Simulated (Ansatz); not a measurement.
C2H3ClO (`C=C(O)Cl`) from Hartree–Fock to CCSD(T)

```xyz
7

C     0.6456    0.6459   -0.0009
C    -0.4445   -0.0888   -0.1801
O    -0.6933   -1.3126    0.3153
Cl   -1.7721    0.4499   -1.1262
H     0.7337    1.6214   -0.4516
H     1.4647    0.2741    0.6030
H     0.0658   -1.5899    0.8404
```

The species carries charge 0 and has multiplicity 1. Geometry: relaxed with PBE0-D4/def2-TZVP. It is one conformer, not always the lowest. Frozen core, restricted reference, Ansatz 0.2.0. CBS rows extrapolate triple and quadruple zeta; past MP2 they add the triple-zeta difference.

```csv
basis,HF (Eh),MP2 corr.
def2-SVP,-611.54710,-0.58549
def2-TZVPP,-611.88900,-0.75049
def2-QZVPP,-611.90872,-0.81044
```

Q: Estimate the CCSD correlation energy and the (T) correction in each basis where they were run (hartree).

A: 
```csv
basis,CCSD corr.,(T)
def2-SVP,-0.61807,-0.01856
def2-TZVPP,-0.77888,-0.03432
CBS(def2),-0.88323,as TZ
```
